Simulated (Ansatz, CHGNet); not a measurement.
Elastic constant C44 (GPa) of 21 elemental metals, computed with the machine-learned potential CHGNet 0.3.0 (trained on PBE and PBE+U data) and with r²SCAN in Ansatz (PAW). The set holds measured phases with no doubt noted on the run or the magnetic state but for the caveats below. 5 more of the class have both values but aren't in it, for one of these reasons: built or high-temperature cells, doubts on the run or the magnetic state, unlike cells, values of zero, layered or molecular crystals. Solids without a value at one level (not run, failed, or a magnetic order lost), or held back for tests, aren't counted.

All rows, in order of the shift (worked out from unrounded values):

| solid | CHGNet 0.3.0 | r²SCAN | shift (%) |
|---|---|---|---|
| bcc Rb | 2.53 | 1.87 | -26 |
| bcc K | 3.59 | 2.68 | -25 |
| bcc Li | 10.7 | 11.3 | +5.7 |
| fcc Sr | 8.14 | 8.93 | +9.7 |
| bcc Ba | 7.68 | 9.36 | +22 |
| fcc Pt | 46.4 | 58.7 | +27 |
| fcc Pd | 47.0 | 60.1 | +28 |
| fcc Ca | 9.90 | 17.4 | +75 |
| fcc Cu | 53.1 | 93.7 | +76 |
| hcp Tl | 3.31 | 7.18 | +117 |
| fcc Ag | 20.6 | 45.7 | +122 |
| fcc Rh | 84.2 | 197 | +134 |
| fcc Ir | 93.5 | 277 | +196 |
| hcp Mg | 7.34 | 22.2 | +203 |
| hcp Zn | 14.1 | 43.6 | +209 |
| hcp Y | 7.51 | 23.3 | +210 |
| fcc Au | 8.88 | 31.7 | +257 |
| hcp Zr | 8.01 | 34.4 | +330 |
| fcc Pb | 3.44 | 17.1 | +395 |
| fcc Al | 6.68 | 40.4 | +504 |
| hcp Os | 45.6 | 276 | +506 |

The shift from CHGNet 0.3.0 to r²SCAN has a median of +122 %, and eight in ten lie between +5.7 % and +395 %; r²SCAN is the larger in 19 of 21. Each level is at its own cell, so the shift holds the change of volume too.

Ansatz's runs of these crystals have no spin polarisation. Meta-GGA and hybrid levels favour moments, which can bear on fcc Pd, fcc Pt, hcp Y, fcc Rh.

Spin–orbit coupling is left out, also for the solids with elements from indium on (fcc Pt, hcp Os, bcc Ba, hcp Tl, fcc Ir, fcc Pb, fcc Au); its size isn't shown.

Each level is taken at its own relaxed cell. Ansatz's density-functional and Hartree–Fock values are scalar-relativistic unless marked +SOC, with PAW data made under PBE.

Ansatz is a first-principles code.
